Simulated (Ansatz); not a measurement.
# CHClF2O: how energies converge with the basis set

Aim: see how fast density functionals converge with the basis set for CHClF2O.

The runs use Ansatz 0.2.0, Gaussian basis; one geometry, several basis sets.

Levels to be run: PBE0-D4/def2-SVP; ωB97M-V/def2-SVP; PBE0-D4/def2-QZVPP; ωB97M-V/def2-QZVPP; the functionals' def2-TZVPP values are taken from earlier runs.

## 1. The geometry

An earlier PBE0-D4 in a triple-zeta def2 set relaxation fixed the geometry.

SMILES `OC(F)(F)Cl`, 6 atoms, charge 0, spin multiplicity 1.

Atoms are counted from 1 here; the program's logs count them from 0.

Bond lengths: O1–C2 1.342 Å, O1–H6 0.967 Å, C2–F3 1.344 Å, C2–F4 1.344 Å, C2–Cl5 1.755 Å. Angles: C2–O1–H6 108.3°, O1–C2–F3 111.6°, O1–C2–F4 111.6°, O1–C2–Cl5 109.0°, F3–C2–F4 105.8°, F3–C2–Cl5 109.4°, F4–C2–Cl5 109.4°.

## 2. PBE0-D4 in def2-SVP

File in.yaml:

```yaml
crystal:
  periodic: [false, false, false]
  atoms:
    - {symbol: O, position_ang: [0.108717, 0.330710, 1.041256]}
    - {symbol: C, position_ang: [0.025461, 0.014403, -0.260606]}
    - {symbol: F, position_ang: [-1.234487, -0.290437, -0.615378]}
    - {symbol: F, position_ang: [0.761149, -1.071462, -0.553581]}
    - {symbol: Cl, position_ang: [0.588076, 1.375689, -1.215667]}
    - {symbol: H, position_ang: [-0.206816, -0.422902, 1.557776]}
basis:
  gaussian: {orbitals: def2-SVP}
hamiltonian: {xc: pbe0, dispersion: d4}
output: {orbitals: {seedname: orbitals}}
```

After this run come: ωB97M-V in def2-SVP; PBE0-D4 in def2-QZVPP; ωB97M-V in def2-QZVPP.

**Question.** What will the summary of the whole plan be? Wanted: PBE0-D4: double and triple zeta above quadruple; ωB97M-V: double and triple zeta above quadruple.

As calculated:

| quantity | value |
| --- | --- |
| PBE0-D4: double and triple zeta above quadruple | 15.44, 0.80 eV |
| ωB97M-V: double and triple zeta above quadruple | 15.55, 0.76 eV |

PBE0-D4 gains 14.64 eV from double to triple zeta, then 0.80 eV more. Total energies overstate the basis error of differences, where much of it tends to cancel. The LUMO of ωB97M-V is positive and keeps falling with the basis (2.88 to 1.46 eV): an unbound level that the basis holds in place.
